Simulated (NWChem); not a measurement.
System: C anion, quartet

NWChem input:

```
start job
memory heap 200 mb stack 900 mb global 1100 mb
charge -1
geometry units angstroms noautoz
  C      0.000000     0.000000     0.000000
end
basis spherical
  * library def2-svpd
end
dft
  odft
  mult 4
  xc xtpss03 ctpss03
  iterations 150
  mulliken
end
task dft energy
```

NWChem printed, in part:

```
             Northwest Computational Chemistry Package (NWChem) 7.3.0
             --------------------------------------------------------

                             Geometry "geometry" -> ""
                             -------------------------

 Output coordinates in angstroms (scale by  1.889725989 to convert to a.u.)

  No.       Tag          Charge          X              Y              Z
 ---- ---------------- ---------- -------------- -------------- --------------
    1 C                    6.0000     0.00000000     0.00000000     0.00000000

 Effective nuclear repulsion energy (a.u.)       0.0000000000

                                 NWChem DFT Module
                                 -----------------

 Summary of "ao basis" -> "ao basis" (spherical)
 ------------------------------------------------------------------------------
       Tag                 Description            Shells   Functions and Types
 ---------------- ------------------------------  ------  ---------------------
 C                         def2-svpd                 8       20   4s2p2d

            General Information
            -------------------
          SCF calculation type: DFT
          Wavefunction type:  spin polarized.
          No. of atoms     :     1
          No. of electrons :     7
           Alpha electrons :     5
            Beta electrons :     2
          Charge           :    -1
          Spin multiplicity:     4
          Use of symmetry is: off; symmetry adaption is: off
          Maximum number of iterations: 150
          AO basis - number of functions:    20
                     number of shells:     8
          Convergence on energy requested:  1.00D-06
          Convergence on density requested:  1.00D-05
          Convergence on gradient requested:  5.00D-04

              XC Information
              --------------
                  TPSS metaGGA Exchange Functional  1.000
             TPSS03 metaGGA Correlation Functional  1.000

             Grid Information
             ----------------
          Grid used for XC integration:  medium
          Radial quadrature: Mura-Knowles
          Angular quadrature: Lebedev.
          Tag              B.-S. Rad. Rad. Pts. Rad. Cut. Ang. Pts.
          ---              ---------- --------- --------- ---------
          C                   0.70       49           6.0       434
          Grid pruning is: on
          Number of quadrature shells:    49
          Spatial weights used:  Erf1

      Superposition of Atomic Density Guess
      -------------------------------------

 Sum of atomic energies:         -37.62505562

 Renormalizing density from       6.00 to      7

      Non-variational initial energy
      ------------------------------

 Total energy =     -40.930737
 1-e energy   =     -58.750911
 2-e energy   =      17.820174
 HOMO         =       0.401530
 LUMO         =       0.401530

     ---------------------------------------------
      Total Density - Mulliken Population Analysis
     ---------------------------------------------

    Atom       Charge   Shell Charges
 -----------   ------   -------------------------------------------------------
    1 C    6     7.00   1.99  0.80  0.71  1.50  0.44  1.56  0.00  0.00

     --------------------------------------------
      Spin Density - Mulliken Population Analysis
     --------------------------------------------

    Atom       Charge   Shell Charges
 -----------   ------   -------------------------------------------------------
    1 C    6     3.00   0.00 -0.04 -0.30  1.34  0.44  1.56  0.00  0.00

   convergence    iter        energy       DeltaE   RMS-Dens  Diis-err
 ---------------- ----- ----------------- --------- --------- ---------
 d= 0,ls=0.0,diis     1    -37.4343830693 -3.74D+01  7.02D-01  4.55D-01
                                                     3.01D-02  9.68D-02
 d= 0,ls=0.0,diis     2    -37.5812746674 -1.47D-01  3.36D-02  4.58D-01
                                                     2.05D-02  1.39D-01
 d= 0,ls=0.0,diis     3    -37.8378872142 -2.57D-01  4.93D-03  1.14D-02
                                                     6.40D-03  5.02D-03
 d= 0,ls=0.0,diis     4    -37.8447430401 -6.86D-03  1.53D-04  1.46D-05
                                                     4.92D-04  3.44D-05
 d= 0,ls=0.0,diis     5    -37.8447600450 -1.70D-05  5.65D-05  1.72D-06
                                                     9.07D-05  1.20D-06
  Resetting Diis
 d= 0,ls=0.0,diis     6    -37.8447612860 -1.24D-06  1.45D-06  8.92D-10
                                                     4.26D-06  2.01D-09
 d= 0,ls=0.0,diis     7    -37.8447612876 -1.57D-09  9.28D-08  6.98D-13
                                                     1.71D-07  1.00D-12

         Total DFT energy =      -37.844761287560
      One electron energy =      -52.798402799111
           Coulomb energy =       20.486026557508
    Exchange-Corr. energy =       -5.532385045957
 Nuclear repulsion energy =        0.000000000000

 Numeric. integr. density =        7.000000022601

                    DFT Final Alpha Molecular Orbital Analysis
                    ------------------------------------------

 Vector    3  Occ=1.000000D+00  E= 1.437697D-01
              MO Center=  5.6D-11,  6.2D-11, -2.1D-13, r^2= 1.2D+00
   Bfn.  Coefficient  Atom+Function         Bfn.  Coefficient  Atom+Function
  ----- ------------  ---------------      ----- ------------  ---------------
     9      0.408831  1 C  py                 6      0.402716  1 C  py
     8      0.392667  1 C  px                 5      0.386794  1 C  px
    10      0.099969  1 C  pz                 7      0.098474  1 C  pz

 Vector    4  Occ=1.000000D+00  E= 1.437698D-01
              MO Center= -9.5D-12, -2.7D-11, -1.8D-11, r^2= 1.2D+00
   Bfn.  Coefficient  Atom+Function         Bfn.  Coefficient  Atom+Function
  ----- ------------  ---------------      ----- ------------  ---------------
     8      0.408050  1 C  px                 5      0.401947  1 C  px
     9     -0.403301  1 C  py                 6     -0.397269  1 C  py
    10      0.046554  1 C  pz                 7      0.045857  1 C  pz

 Vector    5  Occ=1.000000D+00  E= 1.437698D-01
              MO Center= -3.0D-11, -2.1D-11,  3.4D-11, r^2= 1.2D+00
   Bfn.  Coefficient  Atom+Function         Bfn.  Coefficient  Atom+Function
  ----- ------------  ---------------      ----- ------------  ---------------
    10      0.564945  1 C  pz                 7      0.556495  1 C  pz
     8     -0.103109  1 C  px                 5     -0.101566  1 C  px
     9     -0.039111  1 C  py                 6     -0.038526  1 C  py

 Vector    6  Occ=0.000000D+00  E= 2.730053D-01
              MO Center= -3.2D-11, -2.7D-11, -3.1D-11, r^2= 6.1D+00
   Bfn.  Coefficient  Atom+Function         Bfn.  Coefficient  Atom+Function
  ----- ------------  ---------------      ----- ------------  ---------------
     4      2.479778  1 C  s                  3     -2.058074  1 C  s
     1      0.104897  1 C  s                  2     -0.055823  1 C  s

 Vector    7  Occ=0.000000D+00  E= 4.860718D-01
              MO Center= -5.0D-14, -1.4D-13,  7.5D-13, r^2= 4.1D+00
   Bfn.  Coefficient  Atom+Function         Bfn.  Coefficient  Atom+Function
  ----- ------------  ---------------      ----- ------------  ---------------
    18      0.803159  1 C  d  0              16      0.494048  1 C  d -2
    19      0.305905  1 C  d  1              17      0.067030  1 C  d -1
    20      0.027197  1 C  d  2

 Vector    8  Occ=0.000000D+00  E= 4.860718D-01
              MO Center= -4.3D-14, -1.4D-13,  7.5D-13, r^2= 4.1D+00
   Bfn.  Coefficient  Atom+Function         Bfn.  Coefficient  Atom+Function
  ----- ------------  ---------------      ----- ------------  ---------------
    17      0.685784  1 C  d -1              19      0.647061  1 C  d  1
    18     -0.227763  1 C  d  0              20      0.171579  1 C  d  2
    16     -0.132869  1 C  d -2

                     DFT Final Beta Molecular Orbital Analysis
                     -----------------------------------------

 Vector    1  Occ=1.000000D+00  E=-9.652570D+00
              MO Center= -6.3D-14, -5.1D-14, -6.1D-14, r^2= 2.8D-02
   Bfn.  Coefficient  Atom+Function         Bfn.  Coefficient  Atom+Function
  ----- ------------  ---------------      ----- ------------  ---------------
     1      0.990638  1 C  s                  2      0.037202  1 C  s
     3     -0.027945  1 C  s

 Vector    2  Occ=1.000000D+00  E=-2.235442D-02
              MO Center= -3.3D-11, -2.5D-11, -3.1D-11, r^2= 1.2D+00
   Bfn.  Coefficient  Atom+Function         Bfn.  Coefficient  Atom+Function
  ----- ------------  ---------------      ----- ------------  ---------------
     2      0.546537  1 C  s                  3      0.325410  1 C  s
     1     -0.267845  1 C  s                  4      0.250986  1 C  s

 Vector    3  Occ=0.000000D+00  E= 2.752497D-01
              MO Center= -2.3D-11, -1.7D-11, -1.7D-13, r^2= 1.4D+00
   Bfn.  Coefficient  Atom+Function         Bfn.  Coefficient  Atom+Function
  ----- ------------  ---------------      ----- ------------  ---------------
    10      0.658266  1 C  pz                 7      0.458627  1 C  pz
     8     -0.115206  1 C  px                 5     -0.080266  1 C  px
     9     -0.050311  1 C  py                 6     -0.035053  1 C  py

 Vector    4  Occ=0.000000D+00  E= 2.752497D-01
              MO Center= -1.3D-11, -2.2D-11, -1.8D-11, r^2= 1.4D+00
   Bfn.  Coefficient  Atom+Function         Bfn.  Coefficient  Atom+Function
  ----- ------------  ---------------      ----- ------------  ---------------
     8      0.476278  1 C  px                 9     -0.469064  1 C  py
     5      0.331832  1 C  px                 6     -0.326806  1 C  py
    10      0.047505  1 C  pz                 7      0.033097  1 C  pz

[...]
```

Level: TPSS/def2-SVPD, spin-unrestricted. No stability test was run on the SCF state. The highest occupied level is positive, so the extra electron may be held by the finite basis.
